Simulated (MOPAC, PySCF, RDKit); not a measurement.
CH5N (SMILES CN) with CH5N (SMILES CN) on the geometries of the S66x8 set, where R/Re scales the closest contact. Geometry at R/Re = 1.00 (charge 0, multiplicity 1):
```xyz
14

N     -1.44911     0.21893    -0.63289
H     -0.62051    -0.36593    -0.68324
H     -2.11094    -0.17073    -1.29113
C     -2.00913     0.13941     0.71448
H     -2.90320     0.75725     0.77570
H     -2.27321    -0.86783     1.05199
H     -1.29074     0.54668     1.42362
N      1.62014    -0.71242    -0.47751
H      1.91641    -0.43788    -1.40549
H      2.24369    -1.46011    -0.20231
C      1.78037     0.42279     0.43617
H      1.51018     0.10810     1.44182
H      2.78778     0.84457     0.47314
H      1.08783     1.20857     0.14351
```

Interaction energies with rigid monomers; basis-set methods are counterpoise corrected unless marked otherwise.

Rows in 3-21G, 6-31G* carry no dispersion term and start afresh at each structure (6-31G* with six Cartesian d functions). MP2/6-31G* freezes PySCF's default core. The state that PM7 reach isn't checked; PM7 holds dispersion and hydrogen-bond terms.

The values were computed with MOPAC for PM7 (differences of heats of formation); PySCF for 3-21G rows, 6-31G* rows; RDKit for the force fields. 

| R/Re | UFF (kJ/mol) | PM7 (kJ/mol) | HF/3-21G (no counterpoise) (kJ/mol) | HF/6-31G* (no counterpoise) (kJ/mol) | MP2/6-31G* (no counterpoise) (kJ/mol) |
|---|---|---|---|---|---|
| 0.90 | 55.0 | -18.2 | ___ | -5.4 | -19.8 |
| 1.00 | 9.6 | -22.7 | -23.0 | -11.3 | -21.7 |
| 1.10 | -1.5 | -21.6 | -20.7 | -12.1 | -19.7 |
| 1.25 | -3.9 | -17.5 | -14.9 | -10.3 | -14.9 |
| 1.50 | -2.1 | -10.6 | -5.3 | -5.1 | ___ |
| 2.00 | -0.5 | -4.5 | -1.5 | -1.4 | -1.6 |

**Question.** What belongs in the gaps?

**Answer.** 
- 1.50, MP2/6-31G* (no counterpoise) (kJ/mol): -6.5
- 0.90, HF/3-21G (no counterpoise) (kJ/mol): -21.2
